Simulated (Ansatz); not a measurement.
CH3O (`C[O]`) radical, relaxed with UKS PBE0-D4/def2-TZVP in Ansatz 0.2.0 from a GFN2-xTB geometry. The force threshold is 0.005 eV/Å; the program also tests the step.

The species carries charge 0 and has multiplicity 2.

Start:

```xyz
5

C     0.013   -0.035   -0.016
O    -0.720    0.549   -0.932
H     0.816    0.654    0.339
H     0.460   -0.999   -0.317
H    -0.569   -0.169    0.926
```

Task: By how much does the energy fall, and how many steps does the optimiser take? (Best estimate.)

Result: Computed: 4.21 kJ/mol, in 15 steps, 2 of them rejected.

Task: Which bonds change most? (An estimate is asked.)

Result: Computed: C1–O2 from 1.312 to 1.355 Å; C1–H5 from 1.115 to 1.100 Å; C1–H3 from 1.115 to 1.108 Å; C1–H4 from 1.104 to 1.100 Å.

Task: Give the relaxed structure. (An estimate is asked.)

Result: The calculation gave: 
```xyz
5

C    -0.005   -0.047    0.025
O    -0.703    0.578   -0.954
H     0.817    0.647    0.287
H     0.475   -0.980   -0.307
H    -0.584   -0.199    0.948
```
